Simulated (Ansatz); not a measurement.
A run for Ansatz (an electronic-structure program): R-SVWN5/def2-TZVPPD on OH_anion (SMILES [OH-]). Charge -1. Files ending in .json are basis or fitting sets from the Basis Set Exchange.

Ansatz 0.2 input:
```yaml
crystal:
  periodic: [false, false, false]
  atoms:
    - {symbol: O, position_ang: [0.00000000, 0.00000000, 0.00000000]}
    - {symbol: H, position_ang: [0.96204317, 0.00000000, 0.00000000]}
basis:
  gaussian:
    orbitals: def2-TZVPPD.json
hamiltonian:
  xc: {name: SVWN5}
total_charge: -1
scf: {lower_state_search: off}
```

Program output:

```
Functional definition: SVWN5
[...]
these checks for a lower state are left out or cut short: stability, starts, cluster_reference, orbital_swaps, neighbouring_geometries, increment
integrals: 0.00 GiB planned
243 factors; their error is unknown
mean field: 0.08 GiB planned
mean field evaluation 1: about -2032.8867 eV, gradient 8.9e1 eV
mean field evaluation 2: about -2000.5365 eV, gradient 1.8e2 eV
mean field evaluation 4: about -2048.7298 eV, gradient 2.8e0 eV
mean field evaluation 8: about -2048.7405 eV, gradient 1.6e-1 eV
mean field evaluation 16: about -2048.7405 eV, gradient 2.7e-6 eV
mean field -2048.74053919 eV, -75.2898261291 hartree, gradient 2.7e-6 eV, S^2 0.000000; 0 other end points of the search recorded, 0 dependent functions left out
reference -2048.74056693 eV, -75.2898271485 hartree; 5, 5 occupied and 52, 52 virtual orbitals, 243 factors
Total energy: -2048.74056693 eV, -75.2898271485 hartree
Checks for a lower state left out: stability, starts, cluster_reference, orbital_swaps, neighbouring_geometries, increment
```

The run converged.

Cost: about 0.19 core-seconds (a rough figure).
